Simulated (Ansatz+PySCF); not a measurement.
The numbers below are computed, except where a source is named.
## Several solutions for doublet CH₃

```xyz
4

C     0.0000    0.0000    0.0000
H     2.7259    0.0000    0.0000
H    -0.5452    0.9443    0.0000
H    -0.5452   -0.9443    0.0000
```

Basis set: STO-3G (spherical functions). Charge 0, multiplicity 2.

PBE0 (unrestricted) was run from several starts with Ansatz (development build ahead of 0.2.0) and PySCF 2.14.0.

| run | program | start | converged | energy (hartree) | <S²> |
| --- | --- | --- | --- | --- | --- |
| A | PySCF | program defaults | yes | -39.01140 | 0.75 |
| B | Ansatz | search for the lowest state | yes | -39.07146 | 1.72 |
| C | Ansatz | atomic start, no search | yes | -39.04923 | 1.59 |
| D | Ansatz | stability test followed | yes | -39.04923 | 1.59 |

Problem. Which runs reached the lowest solution of this kind, and what is wrong with the others?

Solution. B reached the lowest solution found. Converged but too high: A by 1.63 eV, C by 0.60 eV, D by 0.60 eV. Convergence only shows a stationary point, and even a stable one can lie too high; stability tests and further starts are what find lower ones. Caution: charge can spread falsely over distant fragments. Caution: the unrestricted determinant is a mixture of spin states.
